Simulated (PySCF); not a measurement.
Molfile (atoms numbered from 1):
```
F4P
     RDKit          3D

  5  4  0  0  0  0  0  0  0  0999 V2000
   -1.1598    0.0109   -0.8903 F   0  0  0  0  0  0  0  0  0  0  0  0
    0.0719   -0.0172   -0.0195 P   0  0  0  0  0  0  0  0  0  0  0  0
    1.2617   -0.4555   -0.8372 F   0  0  0  0  0  0  0  0  0  0  0  0
    0.3260    1.3629    0.5349 F   0  0  0  0  0  0  0  0  0  0  0  0
   -0.1414   -0.9888    1.1147 F   0  0  0  0  0  0  0  0  0  0  0  0
  1  2  1  0
  2  3  1  0
  2  4  1  0
  2  5  1  0
M  CHG  1   2   1
M  END
```

Geometry: PBE0-D3(BJ)/def2-SVP; GIAO absolute shieldings from PySCF 2.14, gas phase, non-relativistic, averaged over equivalent atoms.

At PBE0/pcSseg-1 (92 basis functions, 3.2 s wall time on 1 thread of an AMD EPYC 7R13, shared host):
```
      atoms  σ (ppm)
F1/F3/F4/F5    246.7
         P2    330.3
```

Estimate the result of repeating the calculation with KT2/pcSseg-2.

## Answers


```
      atoms  σ at KT2/pcSseg-2  change
F1/F3/F4/F5              232.7   -14.0
         P2              335.4    +5.1
```

The largest change is at F1/F3/F4/F5 (fluorine bonded to P). Cost: 187 basis functions, 11 s wall time on 1 thread of an AMD EPYC 7R13, shared host.
